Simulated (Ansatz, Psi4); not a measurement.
Exact exchange and the vertical energy of the triplet above the singlet of COF2 (carbonyl fluoride)

COF2 has 4 atoms, charge 0, and is taken as a singlet. SMILES: `O=C(F)F`. Geometry: relaxed at PBE0-D4/def2-TZVP.

The vertical energy of the triplet above the singlet y, in eV, basis aug-cc-pVDZ; a is the functional's share of exact exchange. Programs: Ansatz 0.2.0, Psi4 1.11.

| functional | program | a | y (eV) |
| --- | --- | --- | --- |
| BLYP | Psi4 | 0 | 6.68 |
| r2SCAN | Psi4 | 0 | 6.61 |
| B3LYP | Psi4 | 0.2 | 6.65 |
| PBE0 | Psi4 | 0.25 | 6.64 |
| r2SCAN0 | Ansatz | 0.25 | ? |
| BHLYP | Psi4 | 0.5 | 6.42 |

Fit y = c + s·a to the known rows and predict r2SCAN0.


1. Means of the 5 rows: a = 0.1900, y = 6.600.
2. Σ(Δa)² = 0.172, Σ(Δa·Δy) = -0.07, so the slope is -0.07/0.172 = -0.40698.
3. Intercept: 6.600 − (-0.40698) × 0.1900 = 6.677. The largest residual of the fit is 0.067.
4. r2SCAN0: 6.677 + (-0.40698) × 0.25 = 6.58 eV.

The run gave 6.46 eV, so the prediction is off by +0.12 eV, more than the largest residual. Exact exchange favours the state with more unpaired electrons. The rows mix families of semi-local functionals, which the line can't see.
